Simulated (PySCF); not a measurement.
Isomers of C8H10O2, one GFN2-xTB conformer each. Single-point energies are computed at PBE0/pcSseg-1 (PySCF, gas phase, no added dispersion term), electronic only.

```json
{"SMILES": "C#CC(=O)CC(=C)COC", "GFN2-xTB relative energy (kcal/mol)": "70.2"}
{"SMILES": "CC1=CCC=C(C(=O)O)C1", "GFN2-xTB relative energy (kcal/mol)": "0.0"}
{"SMILES": "COc1ccccc1OC", "GFN2-xTB relative energy (kcal/mol)": "3.3"}
{"SMILES": "CC(=O)[C@@H]1C=CC(=O)CC1", "GFN2-xTB relative energy (kcal/mol)": "11.0"}
{"SMILES": "COc1ccc(C2CC2)o1", "GFN2-xTB relative energy (kcal/mol)": "10.4"}
{"SMILES": "CCC1(C)C(=O)C=CC1=O", "GFN2-xTB relative energy (kcal/mol)": "11.5"}
{"SMILES": "COc1ccc(OC)cc1", "GFN2-xTB relative energy (kcal/mol)": "0.6"}
{"SMILES": "CC(=O)OC1C=CCC=C1", "GFN2-xTB relative energy (kcal/mol)": "8.9"}
```

Conformers: `[CH:1]#[C:2][C:3](=[O:4])[CH2:5][C:6](=[CH2:7])[CH2:8][O:9][CH3:10]` with C2–C3–C5–C6 -175°, C3–C5–C6–C7 102°, C5–C6–C8–O9 -57°, C6–C8–O9–C10 -72°; `[CH3:1][C:2]1=[CH:3][CH2:4][CH:5]=[C:6]([C:7](=[O:8])[OH:9])[CH2:10]1` with C5–C6–C7–O8 0°, C6–C7–O9–H 180°; `[CH3:1][O:2][c:3]1[cH:4][cH:5][cH:6][cH:7][c:8]1[O:9][CH3:10]` with C1–O2–C3–C4 0°, C7–C8–O9–C10 0°; `[CH3:1][C:2](=[O:3])[C@@H:4]1[CH:5]=[CH:6][C:7](=[O:8])[CH2:9][CH2:10]1` with C1–C2–C4–C5 -84°, C2–C4–C5–C6 -143°, C5–C6–C7–O8 179°, C6–C7–C9–C10 34°, C7–C9–C10–C4 -58°; `[CH3:1][O:2][c:3]1[cH:4][cH:5][c:6]([CH:7]2[CH2:8][CH2:9]2)[o:10]1` with C1–O2–C3–C4 -2°, C5–C6–C7–C8 37°; `[CH3:1][CH2:2][C:3]1([CH3:4])[C:5](=[O:6])[CH:7]=[CH:8][C:9]1=[O:10]` with C1–C2–C3–C4 180°; `[CH3:1][O:2][c:3]1[cH:4][cH:5][c:6]([O:7][CH3:8])[cH:9][cH:10]1` with C1–O2–C3–C4 180°, C5–C6–O7–C8 0°; `[CH3:1][C:2](=[O:3])[O:4][CH:5]1[CH:6]=[CH:7][CH2:8][CH:9]=[CH:10]1` with C1–C2–O4–C5 -177°, C2–O4–C5–C6 -122°, O4–C5–C6–C7 -133°, C6–C7–C8–C9 12°, C7–C8–C9–C10 -12°, O4–C5–C10–C9 133°.

What does PBE0/pcSseg-1 give for the same structures?

```json
{"SMILES": "CC1=CCC=C(C(=O)O)C1", "PBE0/pcSseg-1 E (Eh)": "-460.73949", "PBE0/pcSseg-1 (kcal/mol)": "0.0", "GFN2-xTB (kcal/mol)": "0.0", "point group": "Cs"}
{"SMILES": "CCC1(C)C(=O)C=CC1=O", "PBE0/pcSseg-1 E (Eh)": "-460.72542", "PBE0/pcSseg-1 (kcal/mol)": "8.8", "GFN2-xTB (kcal/mol)": "11.5", "point group": "Cs"}
{"SMILES": "CC(=O)[C@@H]1C=CC(=O)CC1", "PBE0/pcSseg-1 E (Eh)": "-460.72323", "PBE0/pcSseg-1 (kcal/mol)": "10.2", "GFN2-xTB (kcal/mol)": "11.0", "point group": "C1"}
{"SMILES": "CC(=O)OC1C=CCC=C1", "PBE0/pcSseg-1 E (Eh)": "-460.71600", "PBE0/pcSseg-1 (kcal/mol)": "14.7", "GFN2-xTB (kcal/mol)": "8.9", "point group": "–"}
{"SMILES": "COc1ccc(OC)cc1", "PBE0/pcSseg-1 E (Eh)": "-460.70545", "PBE0/pcSseg-1 (kcal/mol)": "21.4", "GFN2-xTB (kcal/mol)": "0.6", "point group": "C2h"}
{"SMILES": "COc1ccccc1OC", "PBE0/pcSseg-1 E (Eh)": "-460.70249", "PBE0/pcSseg-1 (kcal/mol)": "23.2", "GFN2-xTB (kcal/mol)": "3.3", "point group": "C2v"}
{"SMILES": "COc1ccc(C2CC2)o1", "PBE0/pcSseg-1 E (Eh)": "-460.66873", "PBE0/pcSseg-1 (kcal/mol)": "44.4", "GFN2-xTB (kcal/mol)": "10.4", "point group": "near Cs"}
{"SMILES": "C#CC(=O)CC(=C)COC", "PBE0/pcSseg-1 E (Eh)": "-460.60650", "PBE0/pcSseg-1 (kcal/mol)": "83.4", "GFN2-xTB (kcal/mol)": "70.2", "point group": "C1"}
```

Both levels put the same isomer lowest; measured from each level's own lowest isomer, the values differ by up to 34.0 kcal/mol (COc1ccc(C2CC2)o1: 10.4 against 44.4). As drawn, the lowest has an O–H bond and a C(=O)–O unit, which the highest lacks; the highest has a C≡C bond, which the lowest lacks. Neighbours under 2.5 kcal/mol apart (CCC1(C)C(=O)C=CC1=O and CC(=O)[C@@H]1C=CC(=O)CC1; COc1ccc(OC)cc1 and COc1ccccc1OC) can change places with a better method, another conformer or zero-point energy.

Which frontier levels, dipoles and rotational constants go with these structures?

| SMILES | HOMO (eV, PBE0/pcSseg-1) | LUMO (eV) | dipole (D) | A, B, C (MHz) |
| --- | --- | --- | --- | --- |
| CC1=CCC=C(C(=O)O)C1 | -6.88 | -1.08 | 2.03 | 2437, 929.1, 681.0 |
| CCC1(C)C(=O)C=CC1=O | -7.35 | -2.76 | 1.28 | 1610, 1411, 1206 |
| CC(=O)[C@@H]1C=CC(=O)CC1 | -7.23 | -1.76 | 4.58 | 3271, 781.9, 710.9 |
| CC(=O)OC1C=CCC=C1 | -7.19 | 0.07 | 2.28 | 3454, 730.9, 688.2 |
| COc1ccc(OC)cc1 | -5.82 | -0.17 | 0.01 | 4584, 693.3, 606.9 |
| COc1ccccc1OC | -5.94 | 0.21 | 0.17 | 1663, 1358, 754.8 |
| COc1ccc(C2CC2)o1 | -5.51 | 0.79 | 1.47 | 5004, 670.0, 622.2 |
| C#CC(=O)CC(=C)COC | -7.54 | -1.76 | 3.06 | 2342, 719.3, 659.0 |
